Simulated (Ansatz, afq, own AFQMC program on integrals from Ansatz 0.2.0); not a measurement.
**Ga₂SiH⁺, singlet in cc-pVDZ, levels against CCSDT(Q)**

```yaml
atoms:
  - { symbol: Ga, position_ang: [0.0000, -0.5215, 2.5172] }
  - { symbol: Si, position_ang: [0.0000, -0.2414, 0.0000] }
  - { symbol: Ga, position_ang: [0.0000, -0.5215, -2.5172] }
  - { symbol: H, position_ang: [0.0000, 1.2844, 0.0001] }
```

Connectivity, by distances: Ga–SiH–Ga.

Basis cc-pVDZ. Noble-gas cores (and the filled d shells of Ga–Kr and In–Xe) are frozen. Ansatz 0.2.0 and our own AFQMC program on the same integrals; the CISD trial comes from CCSD amplitudes, and released means the phaseless constraint is let go. Free projection: walkers drawn from exp(T), propagated without any constraint. Its projection time is finite, and what remains of the start isn't in its error. Error bars are statistical, one sigma. No spin–orbit coupling.

Determinant: RHF, the one that the program's search chose, which needn't be the lowest solution. The geometry is a PBE0/def2-TZVP stationary point of this or a neighbouring charge and spin state.

No full CI on the walks' own integrals is used here; CCSDT(Q) serves as the reference and is uncertain by about the last step of the cluster series.

Cautions: no relativity below Rb; no spin-orbit coupling; inner d shell frozen; higher spins were not checked; restricted determinant unstable towards unrestricted (UHF 764 meV lower, ⟨S²⟩ 1.17); the released energies move by 1.5 errors or more from one time to the next, so no released level is given (meV from the phaseless value at times in 1/Eh: -11 ± 16 at 0.24, -8 ± 21 at 0.51, -22 ± 22 at 0.99, -48 ± 20 at 1.62, 21 ± 24 at 2.40), though the last usable value meets CCSDT(Q) within the noise; CCSDT(Q) on the UHF determinant differs (456 meV lower), perhaps since the unrestricted series falls towards higher spin.

The T1 diagnostic is 0.0176, the weight of the determinant in the CISD state is 0.816 and the size of the correlated space is 10 electrons in 44 orbitals.

```csv
level,correlation energy (eV)
MP2,-4.1294
CCSD,-5.4438
CCSD(T),-5.6079
```

Problem. Estimate where phaseless AFQMC with a CISD trial lies against CCSD(T) on the same integrals.

Solution. 1.06 ± 0.42 kcal/mol below CCSD(T).

Reference: CCSDT(Q), correlation energy -5.665 eV.

```tsv
level	E − E(reference) (kcal/mol)	share of correlation (%)
CCSD(T)	1.31	99.00
CCSDT	0.35	99.73
ph-AFQMC/CISD	0.25 ± 0.42	99.81
free AFQMC	0.28 ± 0.26	99.79
```

Free projections are given only where their last times agree within the noise and don't stop above the reference; a slow remainder of the start can still hide under it.
